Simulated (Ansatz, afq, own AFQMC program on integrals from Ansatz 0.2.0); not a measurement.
# AlN⁺, quartet in cc-pVQZ, levels against CCSDT(Q)

```xyz
2

Al    0.0000    0.0000    0.0000
N     0.0000    0.0000    1.7893
```

Basis cc-pVQZ. Only valence electrons are correlated. Ansatz 0.2.0 and our own AFQMC program on the same integrals; the CISD trial comes from CCSD amplitudes, and released means the phaseless constraint is let go. Free projection: walkers drawn from exp(T), propagated without any constraint. Its projection time is finite, and what remains of the start isn't in its error. Uncertainties: one standard error, sampling alone.

Determinant: UHF, the one that the program's search chose, which needn't be the lowest solution. The geometry is a PBE0/def2-TZVP stationary point of this or a neighbouring charge and spin state.

No full CI on the walks' own integrals is used here; CCSDT(Q) serves as the reference and is uncertain by about the last step of the cluster series.

Cautions: lower spins were not checked; unrestricted determinant slightly spin contaminated (⟨S²⟩ 3.80 against 3.75); the released energies are still falling, so no released level is given (meV from the phaseless value at times in 1/Eh: -1 ± 3 at 0.24, -8 ± 3 at 0.50, -12.3 ± 2.5 at 1.00, -19 ± 4 at 1.50), though the last usable value meets CCSDT(Q) within the noise.

The T1 diagnostic is 0.0261, the weight of the determinant in the CISD state is 0.911 and the ⟨S²⟩ of the determinant is 3.800. The size of the correlated space is 7 electrons in 108 orbitals.

```
  level  correlation energy (eV)
    MP2                  -4.3473
   CCSD                  -4.9605
CCSD(T)                  -5.1604
```

(1) Estimate where phaseless AFQMC with the Hartree–Fock trial lies against CCSD(T) on the same integrals.

(1) 4.24 ± 0.79 mEh above CCSD(T).

Reference: CCSDT(Q), correlation energy -5.199 eV.

```
        level  E − E(reference) (mEh)  share of correlation (%)
      CCSD(T)                    1.42                     99.26
        CCSDT                    0.39                     99.79
  ph-AFQMC/HF             5.66 ± 0.79                     97.04
ph-AFQMC/CISD             0.77 ± 0.16                     99.60
   free AFQMC            -0.31 ± 0.31                    100.16
```

Free projections are given only where their last times agree within the noise and don't stop above the reference; a slow remainder of the start can still hide under it. A walk keeps the symmetry of its determinant, which the program's search chose and which needn't be the lowest solution, so a lower state of the same spin and another symmetry isn't excluded.
